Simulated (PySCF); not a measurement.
C₂H₄.
InChI=1S/C2H4/c1-2/h1-2H2

Computed with PBE0-D3(BJ)/def2-SVP geometry optimisation, gas phase in PySCF 2.14.0.

Masses are those of the commonest isotopes; rigid-rotor values at the optimised geometry. 

**Question.** Give the principal moments of inertia and the rotational constants in MHz.

**Answer.** Ia = 3.50, Ib = 16.82, Ic = 20.31 u·Å²; 505379 MHz·u·Å²/I gives A = 144540, B = 30052, C = 24879 MHz.

**Question.** Classify the top.

**Answer.** A near-prolate asymmetric top: κ = (2 × 30052 − 144540 − 24879)/(144540 − 24879) = -0.91.

**Question.** Is it planar, by Δ = Ic − Ia − Ib?

**Answer.** Planar: Δ = Ic − Ia − Ib = 0.00 u·Å². For a rigid frame Δ = −2 Σ m c², so it vanishes when all atoms lie in the ab plane; here none is more than 0.01 Å from it.

**Question.** Where do the levels up to J = 3 lie, in cm⁻¹?

**Answer.** Above 0(0,0):
J = 1: 1(0,1) 1.8323, 1(1,1) 5.6512, 1(1,0) 5.8238
J = 2: 2(0,2) 5.4912, 2(1,2) 9.1433, 2(1,1) 9.6609, 2(2,1) 21.1177, 2(2,0) 21.1234
J = 3: 3(0,3) 10.9653, 3(1,3) 14.3779, 3(1,2) 15.4130, 3(2,2) 26.6146, 3(2,1) 26.6431, 3(3,1) 46.1440, 3(3,0) 46.1441

The point group D2h allows no dipole (computed: 0.00 D), so a rigid rotor has no electric-dipole lines.

**Question.** Estimate the classical rotational partition function at 50 K and 298.15 K.

**Answer.** Point group D2h, symmetry number σ = 4; q = (√π/σ)·√((kT/h)³/(ABC)), k/h = 20836.6 MHz/K: 45.3 at 50 K, 660 at 298.15 K.

PBE0-D3(BJ)/def2-SVP frequencies: not computed here. No vibrational averaging or centrifugal distortion is included, and the geometry carries the error of its method.
